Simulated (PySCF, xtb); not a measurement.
H2N, SMILES [NH2], multiplicity 2.

Harmonic wavenumbers (cm⁻¹) from GFN2-xTB run with xtb at its own minimum, in rising order: 1297, 3362, 3446.

**Question.** What does B3LYP-D3(BJ)/def2-TZVPD in PySCF give at its own minimum? (The exact figures need the calculation; the answer reports its results.)

**Answer.** 1532, 3345, 3434. Paired by order, the mean absolute difference is 88 cm⁻¹ and the zero-point energies are 11.6 and 11.9 kcal/mol.
